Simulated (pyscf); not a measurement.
This saddle point was located with ωB97X-D3(BJ)/def2-SVP in PySCF.

```xyz
10

O     -0.1306     0.5524     1.0878
Ta    -1.3835     0.1454    -0.1533
O     -0.1495    -0.2909    -1.4034
O     -2.4320     1.6509    -0.6589
O     -2.4628    -1.3352     0.3612
H      0.9217    -0.1210    -0.8666
H     -2.4086     2.5589    -0.9661
H     -2.4579    -2.2433     0.6691
H      0.9324     0.3565     0.5436
H      1.6492     0.1089    -0.1640
```

Surface: singlet, charge 0. Lowest wavenumbers (cm⁻¹): 1938i, 155, 177, 191, 210.

Task: Name the species on either side of this saddle.

Result: O=Ta(OH)(OH)–OH (SMILES [O]=[Ta]([OH])([OH])[OH]) + H₂ (SMILES [H][H]) ⇌ O=Ta(OH)(OH)–OH (SMILES [O]=[Ta]([OH])([OH])[OH]) + H₂ (SMILES [H][H]), a concerted two-bond exchange read from left to right: H–O, H–H broken and H–O, H–H formed. At ωB97M-D3(BJ)/def2-TZVP it lies +138.9 kJ/mol from the left side and +138.9 kJ/mol from the right (each side as separated species at their lowest minima found). This is the saddle that the search found; another between the same sides may lie lower. Elements past Kr carry the def2 core potentials, without spin-orbit coupling.
